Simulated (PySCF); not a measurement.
## Removing an electron from `C[C@@]1(F)CO1`

C₃H₅FO.
Geometry (PBE0-D3(BJ)/def2-SVP, Å), atoms numbered from 1 in this order:
```xyz
10
C3H5FO angstrom
C     -1.190    0.034   -0.187
C      0.237    0.449   -0.033
F      0.373    1.414    0.910
C      1.407   -0.379   -0.299
O      0.979    0.672   -1.169
H     -1.589   -0.335    0.768
H     -1.277   -0.753   -0.947
H     -1.788    0.901   -0.505
H      1.299   -1.397   -0.694
H      2.326   -0.173    0.263
```

Level: CAM-B3LYP/def2-SVPD (PySCF). Frontier orbitals with their largest atomic shares (Löwdin; up to four atoms above 4 %):

| orbital | ε (eV) | main atoms |
| --- | --- | --- |
| HOMO−3 | -12.88 | C1 35 %, H7 16 %, F3 11 %, H6 9 % |
| HOMO−2 | -12.17 | F3 39 %, O5 18 %, C1 17 %, C2 12 % |
| HOMO−1 | -10.40 | O5 34 %, C4 23 %, C2 17 %, F3 10 % |
| HOMO | -10.11 | ? |
| LUMO | 1.31 | C1 22 %, C4 21 %, H9 12 %, H7 10 % |
| LUMO+1 | 2.01 | C4 17 %, H10 17 %, H9 14 %, C1 13 % |
| LUMO+2 | 2.35 | O5 38 %, C4 14 %, H9 12 %, H10 10 % |

What vertical ionisation energy does ΔSCF give, and how far is −ε(HOMO) from it?

ΔSCF: 11.20 eV (1080 kJ/mol; threshold wavelength 111 nm); ⟨S²⟩ of the doublet left behind is 0.755, against 0.75 for a pure doublet. −ε(HOMO) is 10.11 eV, 1.09 eV below it. For the exact functional −ε(HOMO) would equal the first vertical ionisation energy; CAM-B3LYP (range-separated hybrid) falls short of its own ΔSCF value by 10 %.

On which atoms does the HOMO lie?

O5 (epoxide oxygen) 56 %, C4 (sp3 carbon bound to oxygen) 15 %, F3 (alkyl fluorine) 8 %, C2 (sp3 C–F carbon) 7 %, so more than half of it is on one atom. The HOMO−1 lies 0.29 eV lower.

What kinetic energy would electrons from this vertical process carry with He I light (21.218 eV)?

21.22 − 11.20 = 10.02 eV.

Shift the occupied levels rigidly so that −ε(HOMO) equals the ΔSCF value. What binding energies result?

The shift is +1.09 eV: HOMO 11.20, HOMO−1 11.49, HOMO−2 13.26, HOMO−3 13.97 eV. A rigid shift is only a rough guide to the deeper ionisations.

Geometry: PBE0-D3(BJ)/def2-SVP; no solvent, vibrations or thermal averaging.
